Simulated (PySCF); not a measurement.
**SMILES C(C=C)#CC=O, C5H4O**

Geometry:
| atom | x (Å) | y (Å) | z (Å) |
| --- | --- | --- | --- |
| C1 | -2.193 | 0.547 | -0.089 |
| C2 | -1.350 | -0.482 | -0.066 |
| C3 | 0.043 | -0.329 | 0.052 |
| C4 | 1.241 | -0.192 | 0.155 |
| C5 | 2.652 | -0.053 | 0.274 |
| O6 | 3.446 | -0.957 | 0.297 |
| H7 | -3.256 | 0.402 | -0.180 |
| H8 | -1.844 | 1.564 | -0.019 |
| H9 | -1.702 | -1.503 | -0.138 |
| H10 | 2.972 | 1.008 | 0.347 |

Method used: PySCF 2.14.0, quadratic response B3LYP/def2-SVPD first hyperpolarisability, Taylor convention, gas phase. Geometry: GFN2-xTB.

Give the tensor of the static β(0;0,0) in the axes of these coordinates.

In au, Taylor convention; rows are the first index (the induced dipole):
|  | xx | yy | zz | xy | xz | yz |
| --- | --- | --- | --- | --- | --- | --- |
| x | -451.4 | +11.9 | +23.5 | -8.7 | -40.9 | -0.5 |
| y | -8.7 | -60.8 | -11.0 | +11.9 | -0.5 | -0.8 |
| z | -40.9 | -0.8 | +4.8 | -0.5 | +23.5 | -11.0 |

Norm of βᵢ = ⅓ Σⱼ (βᵢⱼⱼ + βⱼᵢⱼ + βⱼⱼᵢ): 425.3 au, hyper-Rayleigh value 185.1 au.
